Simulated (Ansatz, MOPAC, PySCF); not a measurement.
System: BeH, charge 1, multiplicity 1. SMILES of the parent species: [BeH]
Coordinates optimised at B3LYP-D3(BJ)/def2-TZVP (Ansatz, a first-principles code):
```
Be
H 1 1.3221
```
Charge +1, spin multiplicity 1.

Unscaled harmonic wavenumbers (cm⁻¹) in rising order, each level at the stationary point that it reaches from this structure (no distance between atoms moves by over 0.3 Å); the order of modes can differ between levels, and a negative number is imaginary. B3LYP-D3(BJ)/def2-TZVP (PySCF, at the structure above): 2180.

PM7 (MOPAC): 2797. Zero-point energy 4.0 against 3.1 kcal/mol; where all levels lie over 400 cm⁻¹, the wavenumbers are on average 1.283 times those of B3LYP-D3(BJ)/def2-TZVP.

HF/3-21G (Ansatz): 2324. Zero-point energy 3.3 against 3.1 kcal/mol; where all levels lie over 400 cm⁻¹, the wavenumbers are on average 1.066 times those of B3LYP-D3(BJ)/def2-TZVP.
